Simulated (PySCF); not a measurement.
Gas-phase reaction: NH2OH = N + 3 H + O

Method: PySCF energies plus ideal-gas RRHO corrections (1 bar). Table values come from the NASA 1993 polynomials. † marks an energy on the PBE0/def2-TZVP geometry and frequencies; other levels use their own. CCSD(T) freezes the core. Open shells (unrestricted): N (multiplicity 4), H (multiplicity 2), O (multiplicity 3, electronic degeneracy 9); the rest are closed-shell singlets. Spin-orbit splitting is ignored; it lowers the true energy and changes the entropy of O. B3LYP is the form with VWN-RPA correlation. For this reaction the table lies outside the span of B3LYP, CCSD(T), M06-2X, MP2, PBE0, r2SCAN, ωB97M-V, ωB97X-V in their largest bases here; which side is off was not settled. CCSD(T) isn't extrapolated to the basis-set limit; its ΔH°(298 K) is 1277.4 kJ in def2-SVP and 1361.2 kJ in def2-TZVPP. The harmonic model lacks anharmonicity and excited electronic states, which grow with temperature; levels with a mode under 35 cm⁻¹ are left out. Internal rotation in NH2OH is treated as a harmonic vibration of one conformer, which makes the entropy rough. The table's entry may be an old estimate for NH2OH (not checked at source).

| level | ΔH°(298 K), kJ | minus table | ΔG°(1400 K), kJ |
|---|---|---|---|
| table | 1425.8 | - | 789.0 |
| B3LYP/def2-TZVP† | 1412.1 | -13.7 | 767.7 |
| CCSD(T)/def2-TZVPP† | 1361.2 | -64.6 | 716.8 |
| PBE/def2-SVP | 1460.7 | 34.9 | 819.3 |
| PBE/def2-TZVP† | 1461.8 | 36.0 | 817.3 |
| PBE0/def2-SVP† | 1387.8 | -38.0 | 743.3 |
| ωB97M-V/def2-TZVP† | 1417.0 | -8.8 | 772.6 |
| ωB97X-V/def2-TZVP† | 1415.6 | -10.2 | 771.2 |
